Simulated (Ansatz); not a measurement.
# [CH$_{3}$···H···OH], doublet in cc-pVDZ: errors against UCCSDT(Q)

Geometry: a point of a hydrogen-transfer path between rigid fragments, not a stationary point.

```
atom    x (Å)    y (Å)    z (Å)
   C  -1.3905   0.0287   0.0000
   H  -1.7537   1.0560   0.0000
   H  -1.7537  -0.4850   0.8897
   H  -1.7537  -0.4850  -0.8897
   H  -0.2145   0.0287   0.0000
   O   1.2915   0.0287   0.0000
   H   1.5434  -0.9113   0.0000
```

Basis cc-pVDZ; Ansatz 0.2.0. Correlated methods freeze the noble-gas cores, which leaves 15 electrons in 51 orbitals. R marks a restricted (for open shells ROHF) determinant, U an unrestricted one. Active spaces: pair = (3e, 3o) about the gap.

Full CI isn't at hand for all of this; UCCSDT(Q) serves as the reference, and is uncertain by about the last step of the cluster series. The frozen core follows each run's orbitals, which can shift R against U totals by a few meV.

For open shells CISD is restricted-active-space CI with the open shells as a complete middle space.

```
UHF ⟨S²⟩                          : 0.763
T1 diagnostic (RCCSD)             : 0.0215
largest doubles amplitude (RCCSD) : 0.041
T1 diagnostic (UCCSD)             : 0.0151
```

```tsv
level	E − E(RHF) (eV)
UHF	-0.1537
RMP2	-8.9149
UMP2	-8.9185
RCCSD	-9.9566
UCCSD	-9.9596
RCCSD(T)	-10.1475
UCCSD(T)	-10.1478
```

Q: Estimate how far UCCSDT(Q) in cc-pVDZ lies from RCCSD(T). The table doesn't fix it; the size of (T) and the diagnostics are the guide.

A: UCCSDT(Q) in cc-pVDZ lies 0.78 kcal/mol below RCCSD(T), which is 18 % of the (T) step (-4.40 kcal/mol). The diagnostics are small and one determinant leads, so the series closes fast and only a small part of (T) is left.

The other levels:

```json
{"level": "CISD", "E − E(UCCSDT(Q)) (kcal/mol)": "25.07", "share of correlation (%)": "89.32", "wall time": "8.5 s"}
{"level": "BCCD(T)", "E − E(UCCSDT(Q)) (kcal/mol)": "0.79", "share of correlation (%)": "99.67", "wall time": "7 s"}
{"level": "RCCSDT", "E − E(UCCSDT(Q)) (kcal/mol)": "0.33", "share of correlation (%)": "99.86", "wall time": "–"}
{"level": "UCCSDT", "E − E(UCCSDT(Q)) (kcal/mol)": "0.32", "share of correlation (%)": "99.87", "wall time": "–"}
{"level": "RCCSDT(Q)", "E − E(UCCSDT(Q)) (kcal/mol)": "0.02", "share of correlation (%)": "99.99", "wall time": "14 s (H100)"}
{"level": "CASSCF (pair space)", "E − E(UCCSDT(Q)) (kcal/mol)": "223.31", "share of correlation (%)": "4.89", "wall time": "–"}
{"level": "NEVPT2 (pair space)", "E − E(UCCSDT(Q)) (kcal/mol)": "28.63", "share of correlation (%)": "87.81", "wall time": "1 s"}
{"level": "MRCISD (pair space)", "E − E(UCCSDT(Q)) (kcal/mol)": "22.85", "share of correlation (%)": "90.27", "wall time": "–"}
{"level": "MRCISD+Q (pair space)", "E − E(UCCSDT(Q)) (kcal/mol)": "3.45", "share of correlation (%)": "98.53", "wall time": "7 s (H100)"}
```

The correlation energy at UCCSDT(Q), counted from RHF, is -10.181 eV. That run took 13 s on 2 threads of AMD EPYC 7R13 with a shared H100 80 GB, shared host.

Times hold each run's SCF and search for its determinant on a shared host, so for small cases they say little of a method's own cost; rows without a card ran on 1 thread of AMD EPYC 7R13.
